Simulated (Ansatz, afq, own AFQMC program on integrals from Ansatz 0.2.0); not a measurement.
# Where AFQMC and coupled cluster stand for BSiH₆, doublet

```xyz
8

B    -2.1227    0.0000    0.0000
H    -2.7195    1.0336    0.0000
H    -2.7195   -1.0336    0.0000
H    -0.9293    0.0000    0.0000
Si    0.9003    0.0000    0.0000
H     1.3502   -1.4163    0.0000
H     1.3502    0.7081   -1.2265
H     1.3502    0.7081    1.2265
```

Basis cc-pVDZ. Noble-gas cores (and the filled d shells of Ga–Kr and In–Xe) are frozen. AFQMC by an in-house program on the Cholesky factors that Ansatz 0.2.0 writes for its CCSD(T) run. ph-AFQMC/CISD is guided by a CISD state made of CCSD amplitudes; releasing the constraint for a short imaginary time cuts its bias at the price of noise, slowly where states lie close. Error bars are statistical, one sigma.

Determinant: UHF, the one that the program's search chose, which needn't be the lowest solution. The geometry is a point of a scan.

No full CI on the walks' own integrals is used here; CCSDT(Q) serves as the reference and is uncertain by about the last step of the cluster series.

The T1 diagnostic is 0.0111. The weight of the determinant in the CISD state is 0.875 and the ⟨S²⟩ of the determinant is 0.761. The size of the correlated space is 13 electrons in 56 orbitals.

```json
{"level": "MP2", "correlation energy (eV)": "-5.3746"}
{"level": "CCSD", "correlation energy (eV)": "-6.7530"}
{"level": "CCSD(T)", "correlation energy (eV)": "-6.8833"}
```

(1) Estimate where AFQMC with the constraint released lies against CCSD(T) on the same integrals.

(1) 3.7 ± 0.3 kJ/mol below CCSD(T).

Reference: CCSDT(Q), correlation energy -6.917 eV. The released energy is read at 2.40 1/Eh (meV from the phaseless value at times in 1/Eh: -2.6 ± 2.4 at 0.24, -5.3 ± 1.8 at 0.51, -8.3 ± 1.9 at 0.99, -10 ± 3 at 1.62, -9 ± 3 at 2.40).

| level | E − E(reference) (kJ/mol) | share of correlation (%) |
| --- | --- | --- |
| CCSD(T) | 3.3 | 99.51 |
| CCSDT | 0.4 | 99.94 |
| ph-AFQMC/CISD | 0.5 ± 0.2 | 99.93 |
| released AFQMC | -0.4 ± 0.3 | 100.06 |

A walk keeps the symmetry of its determinant, which the program's search chose and which needn't be the lowest solution, so a lower state of the same spin and another symmetry isn't excluded. Released energies are given only where the last usable release times agree within the noise; a slower fall can still hide under it.
